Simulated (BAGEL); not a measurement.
**singlet [BCl2]+, step by step**

Aim: a single-point energy (singlet [BCl2]+, HF/def2-SVP), then a single-point energy (doublet BCl2, CASPT2(3,2)/def2-SVP) of BCl2. 

The results are computed with BAGEL 1.2.2.

4 further runs of the same task are left out: 4 set aside as unsound or not needed.

**1. The structure to begin with**

[BCl2]+ has 3 atoms, charge +1, and is taken as a singlet. SMILES of the parent species: `Cl[B]Cl`. The Cl1–B2 distance was set to 2.751 Å, away from the relaxed value. That shape belongs to the parent species and isn't relaxed for this state. At this shape a bond of the SMILES string is far longer than usual.

Bond lengths: B2–Cl3 1.720 Å. A long bond or contact: Cl1–B2 2.751 Å.

**2. The energy at HF/def2-SVP (density fitting with svp-jkfit) (run 1)**

input.json

```json
{ "bagel" : [

{
  "title" : "molecule",
  "basis" : "svp",
  "df_basis" : "svp-jkfit",
  "angstrom" : true,
  "geometry" : [
    { "atom" : "Cl", "xyz" : [       0.872732,      -2.410766,       0.202137 ] },
    { "atom" : "B", "xyz" : [      -0.463900,      -0.050300,      -0.256900 ] },
    { "atom" : "Cl", "xyz" : [       0.081500,       1.511100,       0.213700 ] }
  ]
},

{ "title" : "hf", "charge" : 1 },

{ "title" : "print", "file" : "orbitals.molden", "orbitals" : true }

]}
```

On the command line:

```console
$ BAGEL_NUM_THREADS=1 BAGEL input.json > input.out
```

What it wrote:

```text
* using 1 threads per process

  ===============================================================
  ===============================================================

  *** Geometry ***

  { "atom" : "Cl", "xyz" : [      1.649224,     -4.555687,      0.381984 ] },
  { "atom" : "B", "xyz" : [     -0.876644,     -0.095053,     -0.485471 ] },
  { "atom" : "Cl", "xyz" : [      0.154013,      2.855565,      0.403834 ] },

  Number of auxiliary basis functions:      331

  Since a DF basis is specified, we compute 2- and 3-index integrals:
    o Being stored without compression. Storage requirement is 0.007 GB

  Number of basis functions:       50
  Number of electrons      :       39

    * METHOD: MOLECULE                             0.07

  *** RHF ***

  === Nuclear Repulsion ===
    80.7315420481

      * DIIS with orbital gradients will be used.

  === RHF iteration (svp) ===
      0       -942.67554873          0.01924640           0.02
      1       -942.55405268          0.03269379           0.03
      2       -942.88093144          0.00393860           0.03
      3       -942.89265232          0.00137751           0.03
      4       -942.89459150          0.00040594           0.03
      5       -942.89478943          0.00018175           0.03
      6       -942.89484028          0.00012484           0.03
      7       -942.89488248          0.00009272           0.02
      8       -942.89492736          0.00005043           0.03
      9       -942.89493841          0.00002660           0.03
     10       -942.89494029          0.00000836           0.03
     11       -942.89494039          0.00000337           0.03
     12       -942.89494040          0.00000133           0.02
     13       -942.89494041          0.00000061           0.03
     14       -942.89494041          0.00000033           0.03
     15       -942.89494041          0.00000026           0.03
     16       -942.89494041          0.00000022           0.03
     17       -942.89494041          0.00000014           0.03
     18       -942.89494041          0.00000008           0.03
     19       -942.89494041          0.00000003           0.03
     20       -942.89494041          0.00000001           0.03
     21       -942.89494041          0.00000000           0.02
    * SCF iteration converged.

    * Permanent dipole moment:
           (    0.840849,    -0.389833,     0.411657) a.u.

    * METHOD: HF                                   0.62

    * METHOD: PRINT                                0.00

  ===============================================================
```

It took 0.91 s on 1 thread of Intel Xeon Platinum 8375C at 2.90GHz (Ice Lake), shared host.

**3. Doublet neutral BCl2: a single-point energy at CASPT2(3,2)/def2-SVP (density fitting with svp-jkfit) (run 2)**

calc.json

```json
{ "bagel": [

{
  "title": "molecule",
  "basis": "svp",
  "df_basis": "svp-jkfit",
  "angstrom": true,
  "geometry": [
    { "atom": "Cl", "xyz": [    0.872732,   -2.410766,    0.202137 ] },
    { "atom": "B", "xyz": [   -0.463900,   -0.050300,   -0.256900 ] },
    { "atom": "Cl", "xyz": [    0.081500,    1.511100,    0.213700 ] }
  ]
},
{
  "title": "hf",
  "charge": 1
},
{
  "title": "casscf",
  "nstate": 1,
  "nact": 2,
  "nclosed": 18,
  "charge": 0,
  "nspin": 1,
  "active": [19, 20],
  "maxiter": 200,
  "natocc": true
},
{
  "title": "print",
  "file": "orbitals.molden",
  "orbitals": true
},
{
  "title": "smith",
  "method": "caspt2",
  "ms": true,
  "xms": true,
  "sssr": true,
  "shift": 0.2,
  "ncore": 11
}

]}
```

On the command line:

```console
$ BAGEL_NUM_THREADS=1 BAGEL calc.json > calc.out
```

What it wrote:

```text
* using 1 threads per process

  ===============================================================
  ===============================================================

  *** Geometry ***

  { "atom" : "Cl", "xyz" : [      1.649224,     -4.555687,      0.381984 ] },
  { "atom" : "B", "xyz" : [     -0.876644,     -0.095053,     -0.485471 ] },
  { "atom" : "Cl", "xyz" : [      0.154013,      2.855565,      0.403834 ] },

  Number of auxiliary basis functions:      331

  Since a DF basis is specified, we compute 2- and 3-index integrals:
    o Being stored without compression. Storage requirement is 0.007 GB

  Number of basis functions:       50
  Number of electrons      :       39

    * METHOD: MOLECULE                             0.13

  *** RHF ***

  === Nuclear Repulsion ===
    80.7315420481

      * DIIS with orbital gradients will be used.

  === RHF iteration (svp) ===
      0       -942.67554873          0.01924640           0.02
      1       -942.55405268          0.03269379           0.02
      2       -942.88093144          0.00393860           0.02
      3       -942.89265232          0.00137751           0.02
      4       -942.89459150          0.00040594           0.02
      5       -942.89478943          0.00018175           0.02
      6       -942.89484028          0.00012484           0.02
      7       -942.89488248          0.00009272           0.02
      8       -942.89492736          0.00005043           0.02
      9       -942.89493841          0.00002660           0.02
     10       -942.89494029          0.00000836           0.02
     11       -942.89494039          0.00000337           0.02
     12       -942.89494040          0.00000133           0.02
     13       -942.89494041          0.00000061           0.02
     14       -942.89494041          0.00000033           0.02
     15       -942.89494041          0.00000026           0.02
     16       -942.89494041          0.00000022           0.02
     17       -942.89494041          0.00000014           0.02
     18       -942.89494041          0.00000008           0.02
     19       -942.89494041          0.00000003           0.02
     20       -942.89494041          0.00000001           0.02
     21       -942.89494041          0.00000000           0.02
    * SCF iteration converged.

    * Permanent dipole moment:
           (    0.840849,    -0.389833,     0.411657) a.u.

    * METHOD: HF                                   0.44

  ---------------------------
      CASSCF calculation
  ---------------------------

    ==== Active orbitals : =====
         Orbital 19
         Orbital 20
    ============================

    * nstate   :      1
    * nclosed  :     18
    * nact     :      2
    * nvirt    :     30
  === CASSCF iteration (svp) ===

    * Using the second-order algorithm

      0  0      -943.24653457     1.96e-02      0.01

      1  0      -943.27538136     3.84e-03      0.09

      2  0      -943.27819324     2.58e-03      0.09

      3  0      -943.27915333     1.23e-03      0.09

      4  0      -943.27932459     1.66e-03      0.08

      5  0      -943.27934109     1.99e-03      0.09

      6  0      -943.27934177     1.47e-03      0.16

      7  0      -943.27934415     6.25e-04      0.25

[... 25 lines of this table left out ...]

     21  0      -943.27934870     1.87e-04      0.22

     22  0      -943.27934888     1.86e-04      0.30

     23  0      -943.27934907     1.85e-04      0.23

     24  0      -943.27934925     1.84e-04      0.22
[... 283 further lines ...]
    166  0      -943.27935518     2.85e-07      0.08

    167  0      -943.27935518     4.49e-07      0.09

    168  0      -943.27935518     2.94e-07      0.08

    169  0      -943.27935518     4.37e-07      0.09

    170  0      -943.27935518     3.11e-07      0.08

    171  0      -943.27935518     4.20e-07      0.08

    172  0      -943.27935518     3.32e-07      0.08

    173  0      -943.27935518     3.88e-07      0.09

[... 43 lines of this table left out ...]

    196  0      -943.27935518     2.97e-07      0.07

    197  0      -943.27935518     3.71e-07      0.09

    198  0      -943.27935518     3.03e-07      0.09

    199  0      -943.27935518     3.56e-07      0.09

  ERROR: EXCEPTION RAISED:  Max iteration reached during the second-order optimization.
```

Run time: 32 s. Hardware: 1 thread of Intel Xeon Platinum 8375C at 2.90GHz (Ice Lake), shared host.

The run stopped without converging.

**4. What came out**

| quantity | value |
| --- | --- |
| run 1, HF/def2-SVP: total energy | -942.89494 Eh |
| run 1, HF/def2-SVP: HOMO energy | -18.45 eV |
| run 1, HF/def2-SVP: LUMO energy | -9.54 eV |
| run 1, HF/def2-SVP: HOMO–LUMO gap | 8.91 eV |
| doublet neutral BCl2 | no result (not converged) |

**Reading.** 1 of the 2 runs did not end normally.
